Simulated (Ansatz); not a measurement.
```yaml
crystal:
  periodic: [false, false, false]
  atoms:
    - {symbol: Zr, position_ang: [-0.684191, 0.004106, 0.003583]}
    - {symbol: Si, position_ang: [1.963705, -0.011784, -0.010283]}
    - {symbol: H, position_ang: [2.393266, -1.465606, -0.006982]}
    - {symbol: H, position_ang: [2.412895, 0.715989, 1.241399]}
    - {symbol: H, position_ang: [2.399675, 0.706376, -1.272150]}
basis:
  gaussian: {orbitals: def2-TZVP}
total_charge: 1
hamiltonian: {xc: pbe0}
relax: {f_tol: 0.004, max_steps: 80}
```

```sh
$ ansatz run in.yaml --threads 1 --pin off --events-out ev --progress --plain --max-ram 2176MiB
```

Steps of the relaxation (energy above the last step; positions in Å, forces in eV/Å):

```
5
step 1, 1180.7 meV
Zr   -0.684    0.004    0.004   -0.088   -0.055    0.097
Si    1.964   -0.012   -0.010    0.421    0.122   -0.220
H     2.393   -1.466   -0.007   -0.162    0.408    0.003
H     2.413    0.716    1.241   -0.168   -0.207   -0.349
H     2.400    0.706   -1.272   -0.004   -0.269    0.470
```

```
5
step 2, 1138.7 meV
Zr   -0.700   -0.034    0.071    0.139   -0.023    0.038
Si    1.961    0.008   -0.045    0.027    0.144   -0.251
H     2.349   -1.437   -0.023   -0.054    0.064    0.044
H     2.368    0.716    1.209   -0.056   -0.070   -0.033
H     2.507    0.696   -1.256   -0.057   -0.115    0.203
```

```
5
step 3, 1125.5 meV
Zr   -0.678   -0.060    0.116    0.173   -0.005    0.005
Si    1.965    0.028   -0.081   -0.187    0.057   -0.096
H     2.306   -1.422   -0.020    0.001   -0.059    0.010
H     2.326    0.706    1.198    0.002    0.021    0.056
H     2.567    0.697   -1.258    0.011   -0.014    0.025
```

```
5
step 16, 0.0 meV
Zr    0.122   -0.437    0.762    0.000    0.000    0.000
Si    1.816    0.330   -0.606    0.000    0.000    0.000
H     1.655   -1.251   -0.163    0.000    0.000    0.000
H     1.673    0.752    0.983    0.000    0.000    0.000
H     3.220    0.555   -1.021    0.000    0.000    0.000
```

Close pairs at the end: Si2–H5 1.480 Å, Si2–H3 1.650 Å, Si2–H4 1.650 Å, Zr1–H3 1.966 Å, Zr1–H4 1.966 Å, Zr1–Si2 2.309 Å.

A stationary point of restricted PBE0 after 16 steps (its stability towards spin polarisation wasn't tested); no frequencies were run, so it isn't proven a minimum. 84 s on 1 thread of Intel Xeon Platinum 8488C, shared host.
